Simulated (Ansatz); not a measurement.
# Cl3Fe: the cost of one run

Program: Ansatz 0.2.0, Gaussian basis. Level of theory: the settings change from run to run. These are calculated values, not measurements.

2 further runs of the same task are left out: 1 for a known fault of the program, 1 set aside as unsound or not needed. Runs told in other sessions of the task aren't counted.

### Step 1. The geometry

An earlier PBE-D4/def2-SVP relaxation fixed the geometry.

4 atoms, charge 0, spin multiplicity 2.

Atoms are counted from 1 here; the program's logs count them from 0.

Bond lengths: Fe1–Cl2 2.100 Å, Fe1–Cl3 2.109 Å, Fe1–Cl4 2.109 Å. Angles: Cl2–Fe1–Cl3 118.1°, Cl2–Fe1–Cl4 118.1°, Cl3–Fe1–Cl4 123.1°.

### Step 2. r2SCAN0/ANO-RCC-VTZP

Options: charge -1, multiplicity 1.

File in.yaml:

```yaml
crystal:
  periodic: [false, false, false]
  atoms:
    - {symbol: Fe, position_ang: [0.073990, 0.012227, -0.028995]}
    - {symbol: Cl, position_ang: [-1.376203, 0.506799, -1.464592]}
    - {symbol: Cl, position_ang: [0.694515, -1.998862, 0.105292]}
    - {symbol: Cl, position_ang: [0.607697, 1.479835, 1.388285]}
basis:
  gaussian: {orbitals: ANO-RCC-VTZP}
total_charge: -1
hamiltonian: {xc: {name: r2SCAN0}}
scf: {omitted_lower_state_checks: [starts]}
output: {forces: true}
```

Command:

```console
$ ansatz run in.yaml --threads 4 --pin off --events-out ev --progress --plain --max-ram 3916MiB
```

What time and memory should one allow on 4 threads of Intel Xeon Platinum 8559C, shared host?

About 21 s, with a peak of 0.55 GiB.
